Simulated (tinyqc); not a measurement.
Inside a calculation (part 1 of 2). Method: UHF in the sto-6g basis, for H2O, spin multiplicity 3. Computed by tinyqc, a small Python program that keeps every step (integrals from PySCF). Settings: charge = 0, multiplicity = 3, basis = sto-6g, energy threshold = 1e-09, iteration cap = 52, orthogonalisation = symmetric, start = random, DIIS depth = 4, DIIS from iteration = 3, method = UHF. Command: `OMP_NUM_THREADS=1 python tinyqc.py 22920 22921 out.jsonl` (the two numbers bound the seeds that draw the settings). One thread of a shared host (Intel(R) Xeon(R) Processor @ 2.60GHz), about 0.2 s of CPU time with the checks. Later iterations appear only in the table of the cycle.

## One-electron integrals

Geometry (angstrom):
```
atom        x         y        z
O     0.00000   0.00000  0.00000
H     0.00000   0.79500  0.66900
H     0.00000  -0.79500  0.66900
```

Basis sto-6g: exponents (1/bohr^2) and contraction coefficients of normalised primitives:
```
element  l (shell)    exponent  coefficient
O            s (1)  1355.58423      0.00916
O            s (1)   248.54489      0.04936
O            s (1)    69.53390      0.16854
O            s (1)    23.88677      0.37056
O            s (1)     9.27593      0.41649
O            s (1)     3.82034      0.13033
O            s (2)    52.18776     -0.01325
O            s (2)    10.32932     -0.04699
O            s (2)     3.21034     -0.03379
O            s (2)     1.23514      0.25024
O            s (2)     0.53642      0.59512
O            s (2)     0.24588      0.24071
O            p (3)    52.18776      0.00376
O            p (3)    10.32932      0.03768
O            p (3)     3.21034      0.17390
O            p (3)     1.23514      0.41804
O            p (3)     0.53642      0.42586
O            p (3)     0.24588      0.10171
H            s (1)    35.52322      0.00916
H            s (1)     6.51314      0.04936
H            s (1)     1.82214      0.16854
H            s (1)     0.62596      0.37056
H            s (1)     0.24308      0.41649
H            s (1)     0.10011      0.13033
```

Overlap, kinetic and nuclear-attraction integrals over the contracted functions; the nuclear repulsion is the sum of Za Zb / Rab.

nuclear repulsion = 8.4815940 hartree

overlap S, order 1O 1s, 1O 2s, 1O 2px, 1O 2py, 1O 2pz, 2H 1s, 3H 1s:
$$\begin{pmatrix}
1.00000 & 0.23114 & 0.00000 & 0.00000 & 0.00000 & 0.04593 & 0.04593 \\
0.23114 & 1.00000 & 0.00000 & 0.00000 & 0.00000 & 0.42483 & 0.42483 \\
0.00000 & 0.00000 & 1.00000 & 0.00000 & 0.00000 & 0.00000 & 0.00000 \\
0.00000 & 0.00000 & 0.00000 & 1.00000 & 0.00000 & 0.27784 & -0.27784 \\
0.00000 & 0.00000 & 0.00000 & 0.00000 & 1.00000 & 0.23380 & 0.23380 \\
0.04593 & 0.42483 & 0.00000 & 0.27784 & 0.23380 & 1.00000 & 0.22536 \\
0.04593 & 0.42483 & 0.00000 & -0.27784 & 0.23380 & 0.22536 & 1.00000
\end{pmatrix}$$

kinetic energy T (hartree), order 1O 1s, 1O 2s, 1O 2px, 1O 2py, 1O 2pz, 2H 1s, 3H 1s:
$$\begin{pmatrix}
29.32720 & -0.89602 & 0.00000 & 0.00000 & 0.00000 & -0.00481 & -0.00481 \\
-0.89602 & 0.84262 & 0.00000 & 0.00000 & 0.00000 & 0.09191 & 0.09191 \\
0.00000 & 0.00000 & 2.53131 & 0.00000 & 0.00000 & 0.00000 & 0.00000 \\
0.00000 & 0.00000 & 0.00000 & 2.53131 & 0.00000 & 0.17102 & -0.17102 \\
0.00000 & 0.00000 & 0.00000 & 0.00000 & 2.53131 & 0.14392 & 0.14392 \\
-0.00481 & 0.09191 & 0.00000 & 0.17102 & 0.14392 & 0.76852 & 0.00187 \\
-0.00481 & 0.09191 & 0.00000 & -0.17102 & 0.14392 & 0.00187 & 0.76852
\end{pmatrix}$$

nuclear attraction V (hartree), order 1O 1s, 1O 2s, 1O 2px, 1O 2py, 1O 2pz, 2H 1s, 3H 1s:
$$\begin{pmatrix}
-62.27691 & -6.38672 & 0.00000 & 0.00000 & -0.01795 & -1.45237 & -1.45237 \\
-6.38672 & -10.01066 & 0.00000 & 0.00000 & -0.20477 & -3.33779 & -3.33779 \\
0.00000 & 0.00000 & -9.94099 & 0.00000 & 0.00000 & 0.00000 & 0.00000 \\
0.00000 & 0.00000 & 0.00000 & -10.06263 & 0.00000 & -1.93762 & 1.93762 \\
-0.01795 & -0.20477 & 0.00000 & 0.00000 & -10.02713 & -1.69359 & -1.69359 \\
-1.45237 & -3.33779 & 0.00000 & -1.93762 & -1.69359 & -5.53843 & -1.36329 \\
-1.45237 & -3.33779 & 0.00000 & 1.93762 & -1.69359 & -1.36329 & -5.53843
\end{pmatrix}$$

core Hamiltonian H = T + V (hartree), order 1O 1s, 1O 2s, 1O 2px, 1O 2py, 1O 2pz, 2H 1s, 3H 1s:
$$\begin{pmatrix}
-32.94972 & -7.28275 & 0.00000 & 0.00000 & -0.01795 & -1.45718 & -1.45718 \\
-7.28275 & -9.16804 & 0.00000 & 0.00000 & -0.20477 & -3.24588 & -3.24588 \\
0.00000 & 0.00000 & -7.40968 & 0.00000 & 0.00000 & 0.00000 & 0.00000 \\
0.00000 & 0.00000 & 0.00000 & -7.53133 & 0.00000 & -1.76659 & 1.76659 \\
-0.01795 & -0.20477 & 0.00000 & 0.00000 & -7.49582 & -1.54967 & -1.54967 \\
-1.45718 & -3.24588 & 0.00000 & -1.76659 & -1.54967 & -4.76991 & -1.36142 \\
-1.45718 & -3.24588 & 0.00000 & 1.76659 & -1.54967 & -1.36142 & -4.76991
\end{pmatrix}$$

## Two-electron integrals

Functions are numbered as in S; the eight-fold symmetry (ij|kl) = (ji|kl) = (kl|ij) leaves the list below.

Two-electron integrals (ij|kl) in chemists' order, unique and non-zero (hartree):
```
(11|11) 4.78749    (21|11) 0.67588    (21|21) 0.12150    (22|11) 1.11738
(22|21) 0.24921    (22|22) 0.81738    (31|31) 0.02576    (32|31) 0.03914
(32|32) 0.18066    (33|11) 1.11738    (33|21) 0.24921    (33|22) 0.81738
(33|33) 0.88066    (41|41) 0.02576    (42|41) 0.03914    (42|42) 0.18066
(43|43) 0.04746    (44|11) 1.11738    (44|21) 0.24921    (44|22) 0.81738
(44|33) 0.78574    (44|44) 0.88066    (51|51) 0.02576    (52|51) 0.03914
(52|52) 0.18066    (53|53) 0.04746    (54|54) 0.04746    (55|11) 1.11738
(55|21) 0.24921    (55|22) 0.81738    (55|33) 0.78574    (55|44) 0.78574
(55|55) 0.88066    (61|11) 0.14318    (61|21) 0.02467    (61|22) 0.04950
(61|33) 0.04939    (61|41) 0.00092    (61|42) 0.00181    (61|44) 0.04958
(61|51) 0.00078    (61|52) 0.00152    (61|54) 0.00016    (61|55) 0.04953
(61|61) 0.00511    (62|11) 0.35002    (62|21) 0.07917    (62|22) 0.28775
(62|33) 0.28295    (62|41) 0.00485    (62|42) 0.03591    (62|44) 0.29137
(62|51) 0.00408    (62|52) 0.03021    (62|54) 0.00709    (62|55) 0.28892
(62|61) 0.01616    (62|62) 0.12635    (63|31) 0.00877    (63|32) 0.04945
(63|43) 0.00740    (63|53) 0.00622    (63|63) 0.01781    (64|11) 0.19409
(64|21) 0.04452    (64|22) 0.17259    (64|33) 0.16483    (64|41) 0.01116
(64|42) 0.06976    (64|44) 0.18459    (64|51) 0.00201    (64|52) 0.01709
(64|54) 0.01040    (64|55) 0.16835    (64|61) 0.00950    (64|62) 0.09215
(64|64) 0.08427    (65|11) 0.16333    (65|21) 0.03746    (65|22) 0.14524
(65|33) 0.13871    (65|41) 0.00201    (65|42) 0.01709    (65|44) 0.14289
(65|51) 0.01046    (65|52) 0.06383    (65|54) 0.01091    (65|55) 0.15412
(65|61) 0.00800    (65|62) 0.07754    (65|64) 0.05593    (65|65) 0.06487
(66|11) 0.49536    (66|21) 0.11413    (66|22) 0.47462    (66|33) 0.45573
(66|41) 0.00902    (66|42) 0.09144    (66|44) 0.48890    (66|51) 0.00759
(66|52) 0.07695    (66|54) 0.02791    (66|55) 0.47922    (66|61) 0.02354
(66|62) 0.26484    (66|64) 0.22046    (66|65) 0.18552    (66|66) 0.77500
(71|11) 0.14318    (71|21) 0.02467    (71|22) 0.04950    (71|33) 0.04939
(71|41) -0.00092   (71|42) -0.00181   (71|44) 0.04958    (71|51) 0.00078
(71|52) 0.00152    (71|54) -0.00016   (71|55) 0.04953    (71|61) 0.00503
(71|62) 0.01565    (71|64) 0.00838    (71|65) 0.00774    (71|66) 0.02252
(71|71) 0.00511    (72|11) 0.35002    (72|21) 0.07917    (72|22) 0.28775
(72|33) 0.28295    (72|41) -0.00485   (72|42) -0.03591   (72|44) 0.29137
(72|51) 0.00408    (72|52) 0.03021    (72|54) -0.00709   (72|55) 0.28892
(72|61) 0.01565    (72|62) 0.10296    (72|64) 0.05173    (72|65) 0.06149
(72|66) 0.17724    (72|71) 0.01616    (72|72) 0.12635    (73|31) 0.00877
(73|32) 0.04945    (73|43) -0.00740   (73|53) 0.00622    (73|63) 0.01407
(73|73) 0.01781    (74|11) -0.19409   (74|21) -0.04452   (74|22) -0.17259
(74|33) -0.16483   (74|41) 0.01116    (74|42) 0.06976    (74|44) -0.18459
(74|51) -0.00201   (74|52) -0.01709   (74|54) 0.01040    (74|55) -0.16835
(74|61) -0.00838   (74|62) -0.05173   (74|64) -0.01241   (74|65) -0.03021
(74|66) -0.07917   (74|71) -0.00950   (74|72) -0.09215   (74|74) 0.08427
(75|11) 0.16333    (75|21) 0.03746    (75|22) 0.14524    (75|33) 0.13871
(75|41) -0.00201   (75|42) -0.01709   (75|44) 0.14289    (75|51) 0.01046
(75|52) 0.06383    (75|54) -0.01091   (75|55) 0.15412    (75|61) 0.00774
(75|62) 0.06149    (75|64) 0.03021    (75|65) 0.05020    (75|66) 0.11589
(75|71) 0.00800    (75|72) 0.07754    (75|74) -0.05593   (75|75) 0.06487
(76|11) 0.13461    (76|21) 0.03077    (76|22) 0.12156    (76|33) 0.11864
(76|44) 0.12082    (76|51) 0.00248    (76|52) 0.02185    (76|55) 0.12520
(76|61) 0.00622    (76|62) 0.05360    (76|64) 0.03373    (76|65) 0.03698
(76|66) 0.11756    (76|71) 0.00622    (76|72) 0.05360    (76|74) -0.03373
(76|75) 0.03698    (76|76) 0.02821    (77|11) 0.49536    (77|21) 0.11413
(77|22) 0.47462    (77|33) 0.45573    (77|41) -0.00902   (77|42) -0.09144
(77|44) 0.48890    (77|51) 0.00759    (77|52) 0.07695    (77|54) -0.02791
(77|55) 0.47922    (77|61) 0.02252    (77|62) 0.17724    (77|64) 0.07917
(77|65) 0.11589    (77|66) 0.32796    (77|71) 0.02354    (77|72) 0.26484
(77|74) -0.22046   (77|75) 0.18552    (77|76) 0.11756    (77|77) 0.77500
```

## Orthogonalisation

S = U s U^T; symmetric (Loewdin) form X = U s^(-1/2) U^T, so that X^T S X = 1.

eigenvalues of S: [0.39523, 0.47856, 0.88434, 1.00000, 1.09856, 1.29608, 1.84724]

X, order 1O 1s, 1O 2s, 1O 2px, 1O 2py, 1O 2pz, 2H 1s, 3H 1s:
$$\begin{pmatrix}
1.02255 & -0.13502 & 0.00000 & 0.00000 & -0.00828 & 0.01841 & 0.01841 \\
-0.13502 & 1.18976 & 0.00000 & 0.00000 & 0.09113 & -0.25049 & -0.25049 \\
0.00000 & 0.00000 & 1.00000 & 0.00000 & 0.00000 & 0.00000 & 0.00000 \\
0.00000 & 0.00000 & 0.00000 & 1.08379 & 0.00000 & -0.19275 & 0.19275 \\
-0.00828 & 0.09113 & 0.00000 & 0.00000 & 1.04917 & -0.13560 & -0.13560 \\
0.01841 & -0.25049 & 0.00000 & -0.19275 & -0.13560 & 1.16128 & -0.07886 \\
0.01841 & -0.25049 & 0.00000 & 0.19275 & -0.13560 & -0.07886 & 1.16128
\end{pmatrix}$$

## Starting guess

The start is random orthonormal orbitals; D(s) = C_occ C_occ^T for each spin.

D(alpha) at the start, order 1O 1s, 1O 2s, 1O 2px, 1O 2py, 1O 2pz, 2H 1s, 3H 1s:
$$\begin{pmatrix}
0.88666 & -0.31655 & -0.06476 & 0.23229 & 0.25956 & 0.00850 & 0.21000 \\
-0.31655 & 1.56721 & -0.00286 & 0.01027 & 0.28608 & -0.58688 & -0.57798 \\
-0.06476 & -0.00286 & 0.97643 & 0.08455 & 0.10702 & -0.02373 & 0.04961 \\
0.23229 & 0.01027 & 0.08455 & 0.94563 & -0.38387 & -0.36283 & 0.26998 \\
0.25956 & 0.28608 & 0.10702 & -0.38387 & 0.66003 & -0.20430 & -0.53728 \\
0.00850 & -0.58688 & -0.02373 & -0.36283 & -0.20430 & 1.44952 & -0.08888 \\
0.21000 & -0.57798 & 0.04961 & 0.26998 & -0.53728 & -0.08888 & 1.36898
\end{pmatrix}$$

D(beta) at the start, order 1O 1s, 1O 2s, 1O 2px, 1O 2py, 1O 2pz, 2H 1s, 3H 1s:
$$\begin{pmatrix}
0.72807 & 0.05786 & 0.05487 & 0.34322 & 0.31498 & -0.31444 & 0.01937 \\
0.05786 & 0.64292 & -0.17402 & -0.16596 & 0.10073 & 0.30128 & -0.15150 \\
0.05487 & -0.17402 & 0.57930 & -0.23537 & 0.21555 & -0.12687 & 0.25844 \\
0.34322 & -0.16596 & -0.23537 & 0.68619 & -0.30690 & -0.40386 & 0.45337 \\
0.31498 & 0.10073 & 0.21555 & -0.30690 & 0.56701 & 0.07842 & -0.50252 \\
-0.31444 & 0.30128 & -0.12687 & -0.40386 & 0.07842 & 0.40011 & -0.40360 \\
0.01937 & -0.15150 & 0.25844 & 0.45337 & -0.50252 & -0.40360 & 1.12606
\end{pmatrix}$$

## Iteration 1: building the Fock matrix

J_ij = sum D_kl (ij|kl) with D = D(alpha) + D(beta), K_ij = sum D_kl (ik|jl) for each spin; F = H + J - K(s); E = tr D H + tr D J / 2 - 0.5 sum_s tr D(s) K(s) + E_nn.

Coulomb J (hartree), order 1O 1s, 1O 2s, 1O 2px, 1O 2py, 1O 2pz, 2H 1s, 3H 1s:
$$\begin{pmatrix}
15.11103 & 2.76048 & -0.01160 & 0.01766 & 0.05166 & 0.56461 & 0.56395 \\
2.76048 & 7.58790 & -0.04911 & -0.01509 & 0.23622 & 2.73371 & 2.77496 \\
-0.01160 & -0.04911 & 7.56481 & -0.02110 & 0.03258 & -0.01258 & -0.00469 \\
0.01766 & -0.01509 & -0.02110 & 7.62823 & -0.05841 & 1.64625 & -1.70848 \\
0.05166 & 0.23622 & 0.03258 & -0.05841 & 7.57066 & 1.45707 & 1.49960 \\
0.56461 & 2.73371 & -0.01258 & 1.64625 & 1.45707 & 4.87793 & 1.21170 \\
0.56395 & 2.77496 & -0.00469 & -1.70848 & 1.49960 & 1.21170 & 5.08804
\end{pmatrix}$$

exchange K(alpha) (hartree), order 1O 1s, 1O 2s, 1O 2px, 1O 2py, 1O 2pz, 2H 1s, 3H 1s:
$$\begin{pmatrix}
4.09018 & 0.66515 & -0.07335 & 0.22464 & 0.34496 & 0.21441 & 0.19864 \\
0.66515 & 1.30925 & -0.01293 & 0.04736 & 0.09580 & 0.48473 & 0.48655 \\
-0.07335 & -0.01293 & 1.13503 & 0.05781 & 0.09292 & 0.02070 & 0.01658 \\
0.22464 & 0.04736 & 0.05781 & 1.02469 & -0.27099 & 0.22881 & -0.32322 \\
0.34496 & 0.09580 & 0.09292 & -0.27099 & 0.74108 & 0.15407 & 0.16776 \\
0.21441 & 0.48473 & 0.02070 & 0.22881 & 0.15407 & 0.85808 & 0.18271 \\
0.19864 & 0.48655 & 0.01658 & -0.32322 & 0.16776 & 0.18271 & 0.83022
\end{pmatrix}$$

exchange K(beta) (hartree), order 1O 1s, 1O 2s, 1O 2px, 1O 2py, 1O 2pz, 2H 1s, 3H 1s:
$$\begin{pmatrix}
3.61357 & 0.70839 & 0.02020 & 0.29773 & 0.32519 & 0.18366 & 0.15924 \\
0.70839 & 1.03589 & -0.11412 & -0.02372 & 0.10377 & 0.42354 & 0.43984 \\
0.02020 & -0.11412 & 0.71658 & -0.26247 & 0.19867 & -0.08973 & 0.12267 \\
0.29773 & -0.02372 & -0.26247 & 0.62579 & -0.17045 & 0.04342 & -0.20265 \\
0.32519 & 0.10377 & 0.19867 & -0.17045 & 0.62085 & 0.13234 & 0.10648 \\
0.18366 & 0.42354 & -0.08973 & 0.04342 & 0.13234 & 0.37418 & 0.15291 \\
0.15924 & 0.43984 & 0.12267 & -0.20265 & 0.10648 & 0.15291 & 0.65561
\end{pmatrix}$$

F(alpha) (hartree), order 1O 1s, 1O 2s, 1O 2px, 1O 2py, 1O 2pz, 2H 1s, 3H 1s:
$$\begin{pmatrix}
-21.92887 & -5.18742 & 0.06175 & -0.20698 & -0.31125 & -1.10698 & -1.09187 \\
-5.18742 & -2.88939 & -0.03619 & -0.06245 & -0.06435 & -0.99690 & -0.95748 \\
0.06175 & -0.03619 & -0.97990 & -0.07891 & -0.06034 & -0.03328 & -0.02126 \\
-0.20698 & -0.06245 & -0.07891 & -0.92778 & 0.21257 & -0.34916 & 0.38133 \\
-0.31125 & -0.06435 & -0.06034 & 0.21257 & -0.66624 & -0.24667 & -0.21783 \\
-1.10698 & -0.99690 & -0.03328 & -0.34916 & -0.24667 & -0.75006 & -0.33243 \\
-1.09187 & -0.95748 & -0.02126 & 0.38133 & -0.21783 & -0.33243 & -0.51209
\end{pmatrix}$$

F(beta) (hartree), order 1O 1s, 1O 2s, 1O 2px, 1O 2py, 1O 2pz, 2H 1s, 3H 1s:
$$\begin{pmatrix}
-21.45226 & -5.23066 & -0.03179 & -0.28007 & -0.29148 & -1.07623 & -1.05247 \\
-5.23066 & -2.61604 & 0.06501 & 0.00863 & -0.07232 & -0.93572 & -0.91076 \\
-0.03179 & 0.06501 & -0.56146 & 0.24137 & -0.16609 & 0.07715 & -0.12736 \\
-0.28007 & 0.00863 & 0.24137 & -0.52888 & 0.11204 & -0.16376 & 0.26076 \\
-0.29148 & -0.07232 & -0.16609 & 0.11204 & -0.54602 & -0.22494 & -0.15655 \\
-1.07623 & -0.93572 & 0.07715 & -0.16376 & -0.22494 & -0.26616 & -0.30264 \\
-1.05247 & -0.91076 & -0.12736 & 0.26076 & -0.15655 & -0.30264 & -0.33748
\end{pmatrix}$$

total energy of this density = -65.6396329 hartree

## Iteration 1: diagonalisation and new density

Diagonalise F' = X^T F X, C = X C', fill 6 alpha and 4 beta electrons from the bottom; D(s) = C_occ C_occ^T. Each column has its largest component positive (the first on a tie).

F' = X^T F X (alpha) (hartree):
$$\begin{pmatrix}
-21.61768 & -2.47424 & 0.06753 & -0.21876 & -0.32538 & -0.17893 & -0.24002 \\
-2.47424 & -1.91852 & -0.04323 & -0.04032 & 0.05438 & -0.33300 & -0.36155 \\
0.06753 & -0.04323 & -0.97990 & -0.08321 & -0.05972 & -0.00338 & -0.01890 \\
-0.21876 & -0.04032 & -0.08321 & -0.80677 & 0.23296 & -0.23016 & 0.27552 \\
-0.32538 & 0.05438 & -0.05972 & 0.23296 & -0.61784 & -0.16462 & -0.08005 \\
-0.17893 & -0.33300 & -0.00338 & -0.23016 & -0.16462 & -0.39876 & -0.07663 \\
-0.24002 & -0.36155 & -0.01890 & 0.27552 & -0.08005 & -0.07663 & -0.11249
\end{pmatrix}$$

orbital energies (alpha) (hartree): MO1 -21.93677, MO2 -1.76064, MO3 -1.07552, MO4 -0.97696, MO5 -0.64581, MO6 -0.12856, MO7 0.07229

coefficients C (alpha), order 1O 1s, 1O 2s, 1O 2px, 1O 2py, 1O 2pz, 2H 1s, 3H 1s:
$$\begin{pmatrix}
0.99817 & -0.24348 & 0.01218 & 0.01361 & 0.01053 & 0.08818 & 0.02725 \\
0.00790 & 1.03021 & -0.05696 & -0.06477 & -0.19444 & -0.61678 & -0.28371 \\
-0.00285 & 0.06840 & 0.41427 & 0.88354 & -0.19221 & 0.06421 & -0.04447 \\
0.01162 & 0.02081 & 0.78543 & -0.27159 & 0.18688 & -0.35719 & 0.62863 \\
0.01539 & -0.00652 & -0.33995 & 0.35516 & 0.67416 & -0.67039 & -0.00322 \\
-0.00547 & 0.00830 & 0.08815 & -0.01333 & 0.56039 & 0.97913 & -0.43889 \\
0.00159 & -0.02074 & -0.09308 & 0.04838 & -0.10219 & 0.43034 & 1.12532
\end{pmatrix}$$

F' = X^T F X (beta) (hartree):
$$\begin{pmatrix}
-21.10043 & -2.65053 & -0.04083 & -0.30704 & -0.32323 & -0.10236 & -0.18926 \\
-2.65053 & -1.52851 & 0.07908 & 0.04659 & 0.06729 & -0.48951 & -0.41369 \\
-0.04083 & 0.07908 & -0.56146 & 0.22218 & -0.16126 & 0.05877 & -0.10180 \\
-0.30704 & 0.04659 & 0.22218 & -0.44380 & 0.13260 & -0.16862 & 0.21292 \\
-0.32323 & 0.06729 & -0.16126 & 0.13260 & -0.49792 & -0.21135 & -0.06636 \\
-0.10236 & -0.48951 & 0.05877 & -0.16862 & -0.21135 & 0.16092 & -0.05901 \\
-0.18926 & -0.41369 & -0.10180 & 0.21292 & -0.06636 & -0.05901 & 0.05088
\end{pmatrix}$$

orbital energies (beta) (hartree): MO1 -21.46593, MO2 -1.43703, MO3 -0.90412, MO4 -0.47610, MO5 -0.28684, MO6 0.21922, MO7 0.43048

coefficients C (beta), order 1O 1s, 1O 2s, 1O 2px, 1O 2py, 1O 2pz, 2H 1s, 3H 1s:
$$\begin{pmatrix}
0.99567 & -0.24167 & 0.00524 & -0.01127 & -0.02787 & 0.05633 & 0.10348 \\
0.01990 & 0.97016 & -0.03773 & -0.03543 & 0.07922 & -0.44601 & -0.64659 \\
0.00143 & -0.06478 & 0.65464 & -0.20201 & 0.72218 & -0.06902 & 0.01180 \\
0.01582 & -0.08076 & -0.55507 & 0.33990 & 0.64572 & 0.50828 & -0.37841 \\
0.01685 & -0.01898 & 0.46068 & 0.81967 & -0.19571 & -0.13643 & -0.45196 \\
-0.01120 & 0.08269 & -0.00418 & 0.24072 & 0.03902 & -0.21435 & 1.16662 \\
-0.00179 & 0.03194 & 0.08547 & -0.15880 & -0.00719 & 1.19273 & 0.13118
\end{pmatrix}$$

D(alpha) after iteration 1, order 1O 1s, 1O 2s, 1O 2px, 1O 2py, 1O 2pz, 2H 1s, 3H 1s:
$$\begin{pmatrix}
1.06384 & -0.30095 & 0.00121 & -0.01713 & -0.03437 & 0.08565 & 0.04303 \\
-0.30095 & 1.48706 & -0.01262 & 0.17835 & 0.27217 & -0.70852 & -0.26474 \\
0.00121 & -0.01262 & 0.99802 & 0.02795 & -0.00014 & -0.01952 & 0.05004 \\
-0.01713 & 0.17835 & 0.02795 & 0.85374 & 0.00203 & -0.17204 & -0.25947 \\
-0.03437 & 0.27217 & -0.00014 & 0.00203 & 1.14590 & -0.31344 & -0.30840 \\
0.08565 & -0.70852 & -0.01952 & -0.17204 & -0.31344 & 1.28079 & 0.35506 \\
0.04303 & -0.26474 & 0.05004 & -0.25947 & -0.30840 & 0.35506 & 0.20707
\end{pmatrix}$$

D(beta) after iteration 1, order 1O 1s, 1O 2s, 1O 2px, 1O 2py, 1O 2pz, 2H 1s, 3H 1s:
$$\begin{pmatrix}
1.04992 & -0.21444 & 0.02279 & 0.02853 & 0.01454 & -0.03387 & -0.00727 \\
-0.21444 & 0.94428 & -0.08036 & -0.06913 & -0.06449 & 0.07163 & 0.03335 \\
0.02279 & -0.08036 & 0.47356 & -0.42678 & 0.13725 & -0.05674 & 0.08596 \\
0.02853 & -0.06913 & -0.42678 & 0.43040 & 0.02469 & 0.07728 & -0.10403 \\
0.01454 & -0.06449 & 0.13725 & 0.02469 & 0.88473 & 0.19363 & -0.09142 \\
-0.03387 & 0.07163 & -0.05674 & 0.07728 & 0.19363 & 0.06493 & -0.03592 \\
-0.00727 & 0.03335 & 0.08596 & -0.10403 & -0.09142 & -0.03592 & 0.03355
\end{pmatrix}$$
